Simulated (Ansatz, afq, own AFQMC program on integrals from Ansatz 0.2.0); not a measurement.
Integrals from Ansatz 0.2.0, then the random walk in our own AFQMC program (afq).

```yaml
crystal:
  periodic: [false, false, false]
  atoms:
    - {symbol: Al, position_ang: [-0.090578, 0.000222, -0.200878]}
    - {symbol: H, position_ang: [0.678917, 0.002726, 3.004473]}
    - {symbol: H, position_ang: [-0.479720, -0.013475, 2.960016]}
    - {symbol: H, position_ang: [1.109485, 2.092947, -0.285650]}
    - {symbol: H, position_ang: [1.116007, -2.088136, -0.301526]}
basis:
  gaussian: {orbitals: 6-31G}
magnetization: {spin_polarized: true, initial_magnetization: 1}
correlation: {method: ccsd_t, electrons: outside_noble_gas, hamiltonian_folder: ham}
```

```sh
$ ansatz run in.yaml --threads 1 --pin off --events-out ev --progress --plain --max-ram 16896MiB --backend cuda --devices 0, --max-vram 18GiB
```

afq runs on the folder ham with

```
--method phaseless --trial cisd --walkers 4000 --populations 20 --least-time 60 --time-step 0.005 --steps-per-block 50 --equilibration-blocks 40 --max-blocks 4000 --target-error 0.00032 --factor-cut 1e-05 --start spin_pure --seed 1337 --release-times 0.24,0.51,0.99,1.62,2.4 --release-step 0.03 --release-every 3 --taylor-order 6
```

Times are imaginary, in 1/Eh. The walk had a cap of 122 s. With eight or more populations the least sampling time is a fifth of least-time, and the error comes from their spread.

afq prints:

```
orbitals 16  electrons 4 3  factors 88 of 266
reference energy -243.95641320 Eh
CCSD correlation -0.09903973 Eh in 17 cycles, weight of the determinant in the CISD state 0.7827
energy of the start -244.047852 Eh
 block  time / (1/Eh)  mean weight  energy / Eh
     1     0.250  1.0000  -244.048789
     2     0.500  1.0000  -244.049687
     3     0.750  1.0001  -244.050555
     4     1.000  1.0000  -244.051389
     5     1.250  1.0000  -244.052109
     7     1.750  1.0000  -244.053172
     9     2.250  0.9999  -244.054462
    11     2.750  1.0000  -244.054668
    15     3.750  1.0000  -244.055930
    19     4.750  1.0000  -244.056239
    23     5.750  0.9999  -244.056336
    27     6.750  1.0001  -244.055936
    31     7.750  1.0000  -244.056061
    35     8.750  0.9998  -244.056413
    39     9.750  0.9999  -244.056601
    43    10.750  1.0001  -244.056955
    47    11.750  1.0000  -244.057113
    51    12.750  1.0001  -244.057091
    55    13.750  0.9998  -244.056675
    59    14.750  0.9999  -244.056730
    63    15.750  0.9999  -244.056694
    65    16.250  0.9999  -244.058360
    67    16.750  1.0001  -244.057297
    71    17.750  1.0000  -244.056724
    75    18.750  1.0000  -244.056754
    79    19.750  0.9997  -244.056912
    83    20.750  1.0002  -244.056814
    87    21.750  0.9999  -244.056687
    89    22.250  1.0001  -244.056836
error from the spread of 20 populations
released: time / (1/Eh)  energy / Eh  error  mean overlap
  0.24  -244.056950  0.000089  1.0005
  0.51  -244.057113  0.000077  1.0006
  0.99  -244.057252  0.000082  1.0005
  1.62  -244.057443  0.000062  1.0013
  2.40  -244.057464  0.000066  1.0054
energy -244.056884 +/- 0.000100 Eh
(rows thinned)
```

The run passed its tests (sampling time, drift between the halves within three errors, error under three times the target), which doesn't prove that it has relaxed.

Against this walk (error 2.7 meV) on the same determinant: CCSD(T) 5.2 meV higher (within the noise), CCSDT(Q) 33.6 meV lower, CCSDTQ 34.5 meV lower, full CI 34.6 meV lower. The error is statistical and leaves out the bias of the constraint. The determinant has ⟨S²⟩ = 1.10, so the low cluster orders mix in higher spin, while the walk starts as a pure doublet. Released to 2.40 1/Eh the energy lies 16 ± 3 meV (both errors) below the phaseless value, which shows part or all of the bias of the constraint, and full CI lies 18.8 meV below the released value. Full CI is exact here, so the walk's 35 meV above it is the walk's own error: the bias of the constraint with this trial. The determinant is a poor start (see the cautions), so the low cluster orders aren't to be relied on, and full CI is the sure value.

Cautions: constraint bias not in the error; strong correlation (T1 0.069, weight of the determinant 0.78, largest double 0.11); unrestricted determinant spin contaminated (⟨S²⟩ 1.10 against 0.75); the released energy hasn't reached full CI (19 meV above it at 2.40 1/Eh).

The walk took 33 s on 1 × NVIDIA H100 80GB HBM3 with 2 threads of AMD EPYC 7R13 Processor (Zen 3), on a shared host (the card was shared). The log's last line is the phaseless energy.

CCSDT and higher add their correlation energy to the determinant of the CCSD(T) run, since their own runs factorise the integrals more tightly (a shift of under 2 meV).
